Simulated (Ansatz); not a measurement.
# C4H8N2: up Jacob's ladder to CCSD(T)

The task here is to estimate one member of a computed series from the others.

Computed with Ansatz 0.2.0, Gaussian basis. Level: functionals in def2-TZVPP, the program's frozen cores in correlated methods.

The runs, in order: LDA (SPW92), PBE-D4, revPBE-D4, BLYP-D4, r2SCAN-D4, B97M-V, PBE0-D4, B3LYP-D4, r2SCANh-D4, r2SCAN0-D4, HSE06-D4, BHLYP-D4, CAM-B3LYP-D4, LC-ωPBE, ωB97X-V, ωB97M-V, B2PLYP, PBE-QIDH; CCSD(T)/def2-SVP; CCSD(T)/def2-TZVPP; MP2/def2-QZVPP; extrapolation to the limit; RPA on PBE.

**The relaxed structure**

The geometry comes from an earlier relaxation with PBE0-D4 in a triple-zeta def2 set; it is a stationary point, not always the lowest conformer.

SMILES `C/N=C\C=N\C`, 14 atoms, charge 0, spin multiplicity 1.

Atoms are counted from 1 here; the program's logs count them from 0.

Bond lengths: C1–N2 1.435 Å, C1–H7 1.094 Å, C1–H8 1.094 Å, C1–H9 1.099 Å, N2–C3 1.265 Å, C3–C4 1.470 Å, C3–H10 1.096 Å, C4–N5 1.266 Å, C4–H11 1.092 Å, N5–C6 1.437 Å, C6–H12 1.095 Å, C6–H13 1.094 Å, C6–H14 1.094 Å. Angles: N2–C1–H7 109.0°, N2–C1–H8 109.0°, N2–C1–H9 113.9°, H7–C1–H8 106.4°, H7–C1–H9 109.1°, H8–C1–H9 109.1°, C1–N2–C3 118.3°, N2–C3–C4 118.6°, N2–C3–H10 121.6°, C4–C3–H10 119.8°, C3–C4–N5 129.4°, C3–C4–H11 113.0°, N5–C4–H11 117.6°, C4–N5–C6 122.3°, N5–C6–H12 116.7°, N5–C6–H13 108.2°, N5–C6–H14 108.2°, H12–C6–H13 108.5° and more.

The first run:

in.yaml reads:

```yaml
crystal:
  periodic: [false, false, false]
  atoms:
    - {symbol: C, position_ang: [0.169993, -1.324394, 2.319652]}
    - {symbol: N, position_ang: [0.912620, -0.781005, 1.218635]}
    - {symbol: C, position_ang: [0.274794, -0.194364, 0.296732]}
    - {symbol: C, position_ang: [1.028394, 0.365026, -0.834841]}
    - {symbol: N, position_ang: [0.604247, 0.981869, -1.855910]}
    - {symbol: C, position_ang: [-0.792904, 1.243651, -2.069976]}
    - {symbol: H, position_ang: [0.534511, -0.878296, 3.249408]}
    - {symbol: H, position_ang: [0.372791, -2.396874, 2.390596]}
    - {symbol: H, position_ang: [-0.915580, -1.167493, 2.246448]}
    - {symbol: H, position_ang: [-0.816887, -0.096776, 0.326602]}
    - {symbol: H, position_ang: [2.105555, 0.207424, -0.749956]}
    - {symbol: H, position_ang: [-1.485726, 0.877943, -1.304915]}
    - {symbol: H, position_ang: [-0.926523, 2.324558, -2.171145]}
    - {symbol: H, position_ang: [-1.078284, 0.809632, -3.032528]}
basis:
  gaussian: {orbitals: def2-TZVPP}
hamiltonian: {xc: lda}
output: {orbitals: {seedname: orbitals}}
```

Started as:

```
ansatz run in.yaml --threads 4 --pin off --events-out ev --progress --plain --max-ram 10444MiB
```

Among the steps run: LDA; PBE-D4 (GGA); revPBE-D4 (GGA); BLYP-D4 (GGA); r2SCAN-D4 (meta-GGA); B97M-V (meta-GGA); B3LYP-D4 (hybrid); r2SCANh-D4 (hybrid); r2SCAN0-D4 (hybrid); HSE06-D4 (hybrid); BHLYP-D4 (hybrid); CAM-B3LYP-D4 (range-separated); LC-ωPBE (range-separated); ωB97X-V (range-separated); ωB97M-V (range-separated); B2PLYP (double hybrid); PBE-QIDH (double hybrid).

One table of the session follows, with a row left open; its other results are not shown here.

It belongs to the step «Orbital energies across the functionals». 

```
  functional  HOMO (eV)  LUMO (eV)  gap (eV)
 LDA (SPW92)      -5.63      -2.79      2.84
      PBE-D4      -5.55      -2.56      2.99
   revPBE-D4      -5.50      -2.47      3.03
     BLYP-D4      -5.46      -2.41      3.05
   r2SCAN-D4      -5.84      -2.43      3.42
      B97M-V      -6.05      -2.33      3.73
     PBE0-D4      -7.04      -1.56      5.48
    B3LYP-D4      -6.82      -1.78      5.04
  r2SCANh-D4      -6.40      -2.06      4.34
  r2SCAN0-D4      -7.24      -1.49      5.75
    HSE06-D4      -6.63      -1.94      4.70
    BHLYP-D4      -8.49      -0.39      8.09
CAM-B3LYP-D4          ?          ?         ?
     LC-ωPBE      -9.79       0.74     10.53
     ωB97X-V      -9.48       0.68     10.17
     ωB97M-V      -9.40       0.62     10.03
```

Estimate the missing values for CAM-B3LYP-D4.

As computed: HOMO (eV): -8.47; LUMO (eV): -0.40; gap (eV): 8.08. In the column «HOMO (eV)» it lies between BHLYP-D4 (-8.49) and r2SCAN0-D4 (-7.24).
